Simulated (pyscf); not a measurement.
HO–GaH₂ (SMILES [OH][GaH2]) + H₂ (SMILES [H][H]) → GaH₃ (SMILES [GaH3]) + H₂O (SMILES O), a four-centre exchange (singlet surface; Ga–O, H–H broken, Ga–H, H–O formed). Optimised with ωB97X-D3(BJ)/def2-SVP in PySCF. Energies in kJ/mol from the separated reactants.

Small-basis levels: PySCF, no dispersion term, spherical d functions. 

Q: In single points HF/6-31G*+LANL2DZ puts the saddle at 158.7 kJ/mol and the reaction energy at +59.7 kJ/mol. Should these be trusted to within a few kcal/mol? Compare with ωB97M-D3(BJ)/def2-TZVP.

A: ωB97M-D3(BJ)/def2-TZVP gives ΔE‡ = 92.6 kJ/mol and ΔE = +50.9 kJ/mol. HF/6-31G*+LANL2DZ lies 66.1 kJ/mol over it in the barrier and 8.7 kJ/mol over it in the reaction energy, so on this step it does not hold to within 12.6 kJ/mol. ωB97M-D3(BJ)/def2-TZVP has limits of its own. On the product side the descent ends in an adduct with a Ga–O contact, 66.4 kJ/mol under the separated species and 102.1 kJ/mol under the saddle at ωB97X-D3(BJ)/def2-TZVP. What is counted as broken (Ga–O) persists as a longer contact in the product adduct; parting that adduct is a step of its own. At the saddle there is also a short Ga–H contact that neither side keeps. This is the saddle that the search found; another between the same sides may lie lower. In the def2 sets elements up to Kr have no core potential.
